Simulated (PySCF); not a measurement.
Atom-mapped SMILES (the numbers label the heavy atoms): `[BH3-:1][PH2+:2][F:3]`. Each H is labelled by its parent atom.

[PySCF 2.14: NMR shieldings at KT3/pcSseg-2/GIAO; PBE0-D3(BJ)/def2-SVP geometry; isolated molecule; one computed conformer; equivalent nuclei averaged; non-relativistic]

Referencing at the same level of theory: ¹H (σref 31.35) against TMS; BF3·OEt2 for ¹¹B (σref 98.64); ³¹P (σref 321.56) against H3PO4; ¹⁹F (σref 146.91) against CFCl3.

```tsv
atoms	nucleus	count	δ (ppm)
H(P2)	¹H	2	?
H(B1)	¹H	3	1.35
P2	³¹P	1	75.3
B1	¹¹B	1	?
F3	¹⁹F	1	-206.8
```

Task: Estimate the values marked ?.

Result: 
- H(P2): 7.20 ppm, hydrogen on a phosphorus bonded to B, F
- B1: -40.6 ppm, boron bonded to P, 3 H

Hydrogens on boron are broadened and split by ¹¹B (spin 3/2, 80 %) and 10B (spin 3). Unscaled 19F shifts against computed CFCl3 carry errors that often reach 10 to 50 ppm. Experimental scales use liquid or dissolved standards, which lie at an offset from isolated H3PO4.
